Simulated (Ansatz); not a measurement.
`CC(O)CCO` + CH₄ → `CC(C)CCO` + H₂O  (formal exchange of groups at a C–O bond)

Isolated molecules relaxed with PBE0-D4/def2-TZVP in Ansatz; ΔE leaves out vibrations. CBS: MP2 limit from def2 TZ/QZ plus the TZ coupled-cluster correction, frozen cores. This one scheme is used for every species. Functionals use def2-TZVPP. B3LYP here is the variant with VWN-RPA as its local correlation; programs differ in this. One conformer a species, not always the lowest.

```csv
level,ΔE (kcal/mol),difference from CCSD(T)/CBS
PBE-D4,-2.1,2.6
r2SCAN-D4,-1.6,3.1
PBE0-D4,-3.1,1.6
B3LYP-D4,-1.8,2.9
ωB97X-V,-2.2,2.5
ωB97M-V,-2.7,2.0
B2PLYP,-2.1,2.6
PBE,-1.3,3.4
r2SCAN,-1.3,3.4
PBE0,-2.3,2.4
B3LYP,-0.6,4.1
HF/def2-TZVPP,-1.4,3.3
MP2/def2-TZVPP,-5.4,-0.7
SCS-MP2/def2-TZVPP,-4.3,0.4
CCSD/def2-TZVPP,-3.9,0.8
CCSD(T)/def2-TZVPP,-3.9,0.8
HF/def2-QZVPP,-1.6,3.1
MP2/def2-QZVPP,-6.0,-1.3
SCS-MP2/def2-QZVPP,-4.9,-0.2
HF/CBS(def2),-1.7,3.0
MP2/CBS(def2),-6.2,-1.5
CCSD/CBS(def2),-4.8,-0.1
CCSD(T)/CBS,-4.7,0
```

Largest T1 diagnostic among the species: 0.010.

From PBE to PBE0 (25 % exact exchange), in def2-TZVPP and without D4, ΔE moves by −1.0 kcal/mol. The D4 term adds −1.2 kcal/mol with B3LYP and −0.7 kcal/mol with PBE0; it sums over pairs of atoms, weighted by their polarisabilities, and B3LYP, whose exchange is more repulsive, gets the larger term.
